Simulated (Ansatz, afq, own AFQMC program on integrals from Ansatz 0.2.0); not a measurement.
Integrals from Ansatz 0.2.0, then the random walk in our own AFQMC program (afq).

```yaml
crystal:
  periodic: [false, false, false]
  atoms:
    - {symbol: Si, position_ang: [0.000000, 0.000000, 0.000000]}
    - {symbol: O, position_ang: [0.000000, 0.000000, 1.913000]}
basis:
  gaussian: {orbitals: 6-31G}
magnetization: {spin_polarized: true, initial_magnetization: 2}
correlation: {method: ccsd_t, electrons: outside_noble_gas, hamiltonian_folder: ham}
```

```sh
$ ansatz run in.yaml --threads 1 --pin off --events-out ev --progress --plain --max-ram 24576MiB --backend cuda --devices 0, --max-vram 18GiB
```

Options of the walk:

```
--method phaseless --trial hf --walkers 4000 --populations 20 --least-time 40 --time-step 0.005 --steps-per-block 20 --equilibration-blocks 112 --max-blocks 4000 --target-error 0.0009500 --factor-cut 1e-05 --start spin_pure --seed 2741 --taylor-order 6
```

Times are imaginary, in 1/Eh. The walk had a cap of 49 s. With eight or more populations the least sampling time is a fifth of least-time, and the error comes from their spread.

Output of the walk:

```
orbitals 16  electrons 6 4  factors 82 of 215
reference energy -363.64558422 Eh
CCSD correlation -0.13623642 Eh in 19 cycles, weight of the determinant in the CISD state 0.8962
energy of the start -363.646115 Eh
 block  time / (1/Eh)  mean weight  energy / Eh
     1     0.100  1.0005  -363.676718
     2     0.200  1.0009  -363.697167
     3     0.300  1.0007  -363.713463
     4     0.400  1.0006  -363.725487
     5     0.500  1.0006  -363.736255
     7     0.700  1.0005  -363.748392
     9     0.900  1.0004  -363.759475
    17     1.700  0.9999  -363.769382
    33     3.300  1.0000  -363.785204
    49     4.900  1.0002  -363.778272
    57     5.700  0.9997  -363.775359
    65     6.500  1.0000  -363.781191
    81     8.100  1.0000  -363.785545
    97     9.700  0.9996  -363.788569
   113    11.300  0.9998  -363.784285
   129    12.900  0.9998  -363.781844
   145    14.500  1.0000  -363.786580
   153    15.300  0.9998  -363.794640
   161    16.100  1.0000  -363.783741
   177    17.700  0.9994  -363.793586
   193    19.300  1.0001  -363.788972
   209    20.900  0.9999  -363.787846
   225    22.500  0.9997  -363.787727
   241    24.100  1.0000  -363.784231
   257    25.700  1.0002  -363.785631
   273    27.300  1.0000  -363.789850
   289    28.900  1.0001  -363.786776
   305    30.500  0.9999  -363.788101
   321    32.100  0.9997  -363.790100
error from the spread of 20 populations
energy -363.787926 +/- 0.000940 Eh
(rows thinned)
```

The run passed its tests (sampling time, drift between the halves within three errors, error under three times the target), which doesn't prove that it has relaxed.

Against this walk (error 25.6 meV) on the same determinant: CCSD(T) 46.1 meV higher (within the noise), CCSDT(Q) 177.7 meV lower, CCSDTQ 162.4 meV lower, full CI 166.2 meV lower, a separate phaseless walk with a CISD trial and standard settings 18.9 ± 26.0 meV higher (within the noise). The error is statistical and leaves out the bias of the constraint. Full CI is exact here, so the walk's 166 meV above it is the walk's own error: the bias of the constraint with this trial. The determinant is a poor start (see the cautions), so the low cluster orders aren't to be relied on, and full CI is the sure value.

Cautions: constraint bias not in the error; lower spins were not checked; the CCSDT(Q) amplitudes may be one of several solutions (largest double 0.61); the CCSDTQ amplitudes may be one of several solutions (largest double 0.70); the determinant fills πx and πy unequally, so it mixes two states of the linear molecule, and each level undoes that mixture to a different degree, while full CI gives the lower state.

The walk took 24 s on 1 × NVIDIA H100 80GB HBM3 with 2 threads of AMD EPYC 7R13 Processor (Zen 3), on a shared host (the card was shared). The log's last line is the phaseless energy.

CCSDT and higher add their correlation energy to the determinant of the CCSD(T) run, since their own runs factorise the integrals more tightly (a shift of under 2 meV).
